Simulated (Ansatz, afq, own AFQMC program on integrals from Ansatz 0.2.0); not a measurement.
Two steps: Ansatz 0.2.0 writes the Fock matrix and Cholesky factors of the valence space, and afq projects on them the lowest state that overlaps trial and start.

```yaml
crystal:
  periodic: [false, false, false]
  atoms:
    - {symbol: O, position_ang: [0.000000, -0.106704, 0.539205]}
    - {symbol: C, position_ang: [0.000000, 0.081315, -0.807736]}
    - {symbol: H, position_ang: [0.000000, 0.724791, 1.066061]}
basis:
  gaussian: {orbitals: cc-pVDZ}
magnetization: {spin_polarized: false, initial_magnetization: 1}
correlation: {method: ccsd_t, electrons: outside_noble_gas, hamiltonian_folder: ham}
```

```sh
$ ansatz run in.yaml --threads 1 --pin off --events-out ev --progress --plain --max-ram 1382MiB
```

Options of the walk:

```
--method phaseless --trial hf --walkers 120 --populations 1 --least-time 40 --time-step 0.005 --steps-per-block 20 --equilibration-blocks 112 --max-blocks 600 --target-error 0.0012000 --factor-cut 1e-05 --start spin_pure --seed 9050 --taylor-order 6
```

Times are imaginary, in 1/Eh. The walk had a cap of 774 s.

Log:

```
orbitals 31  electrons 6 5  factors 229 of 306
reference energy -113.19619989 Eh
CCSD correlation -0.30157001 Eh in 13 cycles, weight of the determinant in the CISD state 0.8901
energy of the start -113.196202 Eh
 block  time / (1/Eh)  mean weight  energy / Eh
     1     0.100  0.9995  -113.283945
     2     0.200  1.0029  -113.333231
     3     0.300  1.0025  -113.382744
     4     0.400  1.0041  -113.396217
     5     0.500  1.0015  -113.411906
     8     0.800  1.0006  -113.428419
    18     1.800  1.0010  -113.492722
    69     6.900  1.0006  -113.516381
   120    12.000  1.0002  -113.508309
   171    17.100  0.9999  -113.455689
   188    18.800  1.0016  -113.569222
   222    22.200  1.0011  -113.505312
   273    27.300  1.0022  -113.532879
   324    32.400  1.0020  -113.558963
   375    37.500  1.0028  -113.508180
   426    42.600  0.9995  -113.477850
   477    47.700  1.0019  -113.555350
   528    52.800  1.0004  -113.556842
   579    57.900  0.9993  -113.497689
   630    63.000  0.9993  -113.521572
   681    68.100  0.9986  -113.482397
   698    69.800  0.9974  -113.523584
blocks merged  error / Eh  count
     1  0.001038  600
     2  0.001340  300
     4  0.001676  150
     8  0.002016  75
    16  0.002310  37
    32  0.002353  18
    64  0.001433  9
energy -113.503692 +/- 0.002353 Eh
(rows thinned)
```

The run passed its tests (sampling time, drift between the halves within three errors, error under three times the target), which doesn't prove that it has relaxed.

Against this walk (error 64.0 meV) on the same determinant: CCSD(T) 85.5 meV lower (within the noise), CCSDT(Q) 126.2 meV lower (within the noise), a separate phaseless walk with a CISD trial and standard settings 93.3 ± 66.2 meV lower (within the noise). The error is statistical and leaves out the bias of the constraint.

Cautions: constraint bias not in the error; error above the target (64.0 against 32.7 meV).

The walk took 120 s on 1 thread of Intel(R) Xeon(R) 6975P-C (Granite Rapids) (shared host). The log's last line is the phaseless energy.

CCSDT and higher add their correlation energy to the determinant of the CCSD(T) run, since their own runs factorise the integrals more tightly (a shift of under 2 meV). A walk keeps the symmetry of its determinant, which the program's search chose and which needn't be the lowest solution, so a lower state of the same spin and another symmetry isn't excluded.
